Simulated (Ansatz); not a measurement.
The first iterations of a band of CH6Si + H2S (11 atoms, charge 0, multiplicity 1).

Level of theory: RKS PBE/def2-SVP in Ansatz 0.2.0.

```yaml
movable_images: 7
climbing_image: yes
spring: 5.0 eV/Å²
optimiser: quadratic models (default)
start_path: through a guess of the saddle point
force_threshold: 0.05 eV/Å
iteration_limit: 60
end_points: relaxed
```

Initial state:

```xyz
11
Properties=species:S:1:pos:R:3
Si 0.384 -0.067 0.148
C 0.439 0.134 2.024
H -0.569 0.408 2.397
H 0.756 -0.807 2.516
H 1.150 0.933 2.315
H 1.735 -0.446 -0.403
H -0.050 1.209 -0.524
H -0.588 -1.150 -0.250
S -3.514 0.577 1.291
H -2.997 0.238 0.078
H -3.490 -0.721 1.701
```

Final state:

```xyz
11
Properties=species:S:1:pos:R:3
Si -0.597 0.042 -1.190
C -0.168 0.064 3.253
H -0.784 0.029 4.170
H 0.048 -0.968 2.916
H 0.784 0.584 3.470
H 0.593 0.309 -0.307
H -0.556 0.948 -2.387
H -0.552 -1.395 -1.638
S -2.470 0.518 -0.211
H -2.328 -0.433 0.755
H -0.713 0.610 2.461
```

| iteration | highest image above the first end (eV) | largest band force component (eV/Å) |
| --- | --- | --- |
| 1 | 8.193 | 33.598 |
| 2 | 3.385 | 8.157 |
| 3 | 2.519 | 4.107 |
| 4 | 2.345 | 1.772 |
| 5 | 2.340 | 0.718 |
| 6 | 2.309 | 0.622 |

Task: Does the band converge within its limit, and where does its top end?

Result: The forces met the threshold. It ended after 20 iterations with the highest image 2.138 eV above the first end. Neighbouring images differ by up to 1.8 eV, so the band resolves the path poorly. A vibrational analysis at the climbing image gives one clearly imaginary mode, 1006i cm⁻¹: a first-order saddle point. The orbitals stay closed-shell, which can raise the energy where a bond breaks towards radicals; this wasn't checked here.

Time of the run: 2.2 min on 2 threads of Intel(R) Xeon(R) Platinum 8488C (Sapphire Rapids) (shared host), peak memory 0.14 GiB.
